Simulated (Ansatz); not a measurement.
System: rhombohedral A7 Bi. Method: HSE06 (Ansatz, a first-principles code, plane waves, PAW).

Run with plane-wave cutoff 460 eV, 8×8×8 k mesh, Fermi–Dirac smearing 0.05 eV, scalar-relativistic PAW data made under PBE.

Computed at the level's own relaxed cell.

Problem. Give the computed lattice parameter a and c axis length.

Solution. 
- lattice parameter a: 4.513 Å
- c axis length: 12.236 Å

Measured, for comparison: lattice constant a 4.533 Å, lattice parameter c 11.796 Å (low temperature, zero-point motion not removed, hexagonal setting; as tabulated in Arnaud et al. (2016), arXiv:1602.08959). Computed (rounded) less measured: lattice constant a -0.4 %, lattice parameter c +3.7 %.

Note: the cell comes from a level without a dispersion term, which matters for the spacing of layers, chains or molecules.

Spin–orbit coupling is not included; it can shift volumes and moduli of such heavy elements.

Static lattice: no zero-point or thermal effects.

The result took around 90 core-minutes (rough).
